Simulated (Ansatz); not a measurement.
PBE exchange is replaced step by step with exact exchange (0 % is PBE, 25 % PBE0; no dispersion term), basis def2-TZVP, Ansatz. System: the cluster Li3⁺. The state is a singlet with charge 1. Geometry: r2SCAN/def2-TZVP, each spin state at its own.

The relaxed triplet has other bonds than the singlet, so its gap is one between isomers.

Geometry of the singlet:

```xyz
3

Li   -0.3898   -1.3208   -1.0981
Li    0.8930   -0.3225    1.4834
Li   -0.5032    1.6433   -0.3853
```

The structure comes from a short search, and lower isomers may exist.

```
exact exchange (%)  HOMO (eV)  LUMO (eV)  gap (eV)  triplet − singlet (kJ/mol)
                 0      -7.99      -5.83      2.16                        82.0
                 5      -8.12      -5.72      2.40                        81.2
                10      -8.24      -5.60      2.64                        80.5
                15      -8.37      -5.49      2.88                        79.7
                25      -8.62      -5.27      3.35                        78.2
                35      -8.87      -5.05      3.82                        76.7
                50      -9.25      -4.72      4.53                        74.6
```
